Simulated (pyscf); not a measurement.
Hydrogen abstraction: H₂Al–Cl (SMILES [AlH2][Cl]) + CH₃• (SMILES [CH3]) -> [HAl–Cl]• (SMILES [AlH][Cl]) + CH₄ (SMILES C)

Gas phase, doublet surface, charge 0. Bonds broken: Al2–H3. Bonds formed: H3–C5. Structures and frequencies: ωB97X-D3(BJ)/def2-SVP in PySCF. MP2 and CC: frozen core, UHF for open shells. ΔMP2 is the change of the MP2 total energy from the triple- to the quadruple-zeta basis.

Transition state (Å):

```xyz
8

Cl    -0.9739    -0.6208     2.8483
Al    -1.8647    -0.2168     0.9770
H     -0.8443    -0.0126    -0.3273
H     -3.4467    -0.1391     0.9601
C      0.2836     0.1781    -1.6000
H      0.3989     1.2668    -1.6153
H      1.1296    -0.3962    -1.2092
H     -0.2667    -0.2661    -2.4357
```

One imaginary mode, 755i cm⁻¹; descent along it reached the two sides named.

```json
[
 {"bond": "Al2–H3", "change": "breaks", "reactant side (Å)": "1.573", "saddle": "1.669", "product side": "3.4"},
 {"bond": "H3–C5", "change": "forms", "reactant side (Å)": "3.2", "saddle": "1.711", "product side": "1.100"}
]
```

Electronic energies relative to the separated reactants (kcal/mol):

```
level                             barrier  reaction energy  reverse barrier
--------------------------------  -------  ---------------  ---------------
ωB97X-D3(BJ)/def2-TZVP                5.6            -24.3             29.9
PBE/def2-TZVP                         0.2            -28.9             29.1
r²SCAN/def2-TZVP                      4.1            -24.5             28.5
B3LYP-D3(BJ)/def2-TZVP                3.5            -25.1             28.6
PBE0-D3(BJ)/def2-TZVP                 2.8            -26.9             29.8
M06-2X/def2-TZVP                      5.2            -28.3             33.6
ωB97M-D3(BJ)/def2-TZVP                6.3            -23.8             30.1
HF/def2-TZVP                         17.1            -17.2             34.3
MP2/def2-QZVPP                        8.3            -26.5             34.8
CCSD/def2-TZVPP                       8.8            -23.0             31.9
CCSD(T)/def2-TZVPP                    7.5            -24.1             31.6
CCSD(T)/def2-TZVPP + ΔMP2(QZVPP)      7.3            -24.1             31.4
```

With CCSD(T)/def2-TZVPP + ΔMP2(QZVPP) energies and thermal terms (ideal gas, 1 atm, RRHO with modes under 100 cm⁻¹ raised to 100, one conformer, R ln 2 for rigid chiral ones), in kcal/mol:

```tsv
T (K)	ΔH‡	ΔG‡	ΔH	ΔG
298	7.3	15.4	-20.0	-19.7
600	7.7	23.5	-20.9	-19.1
900	8.3	31.3	-21.6	-18.0
1200	9.0	38.8	-22.0	-16.8
```

One saddle was located; it need not be the lowest between these sides. The angle at the transferred H is 176°. The CCSD(T) − MP2 part came from Ansatz, without density fitting, on the same reference.
